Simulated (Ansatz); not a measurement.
# BSiHO (triplet): from Hartree-Fock to the top rungs at distance O2–Si3 = 1.506 Å, cc-pVDZ

How much of the correlation energy of BSiHO (triplet) does each wave-function method recover here?

The runs use Ansatz 0.2.0, Gaussian basis; cc-pVDZ, core rule «outside noble gas», up to 7 orbitals frozen.

To be run: UHF; CCSD(T) on ROHF; CCSD(T) on UHF; BCCD(T) on ROHF; CISD; CCSDT(Q) on ROHF; CCSDT(Q) on UHF; CASSCF and MRCISD+Q, 4 electrons in 4 orbitals; CASSCF and NEVPT2, 4 electrons in 4 orbitals.

13 further runs of the same task are left out: 12 that didn't finish, 1 set aside as unsound or not needed.

### 1 The system

The geometry derives from a PBE0/def2-TZVP stationary point (not a proven minimum). One bond is set to the value named and the two fragments are kept rigid.

4 atoms, charge 0, spin multiplicity 3.

Atoms are counted from 1 here; the program's logs count them from 0.

Bond lengths: B1–O2 1.301 Å, B1–H4 1.196 Å, O2–Si3 1.506 Å. Angles: O2–B1–H4 128.4°, B1–O2–Si3 176.8°.

### 2 UHF

Contents of in.yaml:

```yaml
crystal:
  periodic: [false, false, false]
  atoms:
    - {symbol: B, position_ang: [0.000012, -0.288289, 0.817860]}
    - {symbol: O, position_ang: [-0.000018, -0.170305, -0.478032]}
    - {symbol: Si, position_ang: [0.000001, -0.118825, -1.983152]}
    - {symbol: H, position_ang: [0.000004, 0.577418, 1.643323]}
basis:
  gaussian: {orbitals: cc-pVDZ}
magnetization: {spin_polarized: true, initial_magnetization: 2}
hamiltonian: {xc: hf}
output: {orbitals: {seedname: orbitals}}
```

Command:

```
ansatz run in.yaml --threads 1 --pin off --events-out ev --progress --plain --max-ram 2393MiB
```

The runs that follow: CCSD(T) on ROHF; CCSD(T) on UHF; BCCD(T) on ROHF; CISD; CCSDT(Q) on ROHF; CCSDT(Q) on UHF; CASSCF and MRCISD+Q, 4 electrons in 4 orbitals; CASSCF and NEVPT2, 4 electrons in 4 orbitals.

Before running them: what should the planned runs give, taken together? Wanted: UCCSDT(Q) below the RHF energy; RMP2 from UCCSDT(Q); UMP2 from UCCSDT(Q); RCCSD from UCCSDT(Q); RCCSD(T) from UCCSDT(Q); UCCSD(T) from UCCSDT(Q); RCCSDT(Q) from UCCSDT(Q); NEVPT2 pair from UCCSDT(Q); MRCISD+Q pair from UCCSDT(Q).

As calculated:

| quantity | value |
| --- | --- |
| UCCSDT(Q) below the RHF energy | -9.3730 eV |
| RMP2 from UCCSDT(Q) | +109.0 kJ/mol |
| UMP2 from UCCSDT(Q) | +109.1 kJ/mol |
| RCCSD from UCCSDT(Q) | +31.6 kJ/mol |
| RCCSD(T) from UCCSDT(Q) | +6.1 kJ/mol |
| UCCSD(T) from UCCSDT(Q) | +6.1 kJ/mol |
| RCCSDT(Q) from UCCSDT(Q) | +0.4 kJ/mol |
| NEVPT2 pair from UCCSDT(Q) | +107.5 kJ/mol |
| MRCISD+Q pair from UCCSDT(Q) | +28.1 kJ/mol |
| levels within 1 kcal/mol (43 meV) | RCCSDT, UCCSDT, RCCSDT(Q) |
| T1 diagnostic | 0.035 |

In words: RCCSD(T) lands +6.1 kJ/mol from the yardstick (0.7 % of the correlation energy). Of the multireference levels listed MRCISD+Q pair comes nearest in total energy (+28.1 kJ/mol), which doesn't show that its space is the better one. These misses are within one basis, not against nature; the frozen cores of restricted and unrestricted runs differ, which can shift their rows.
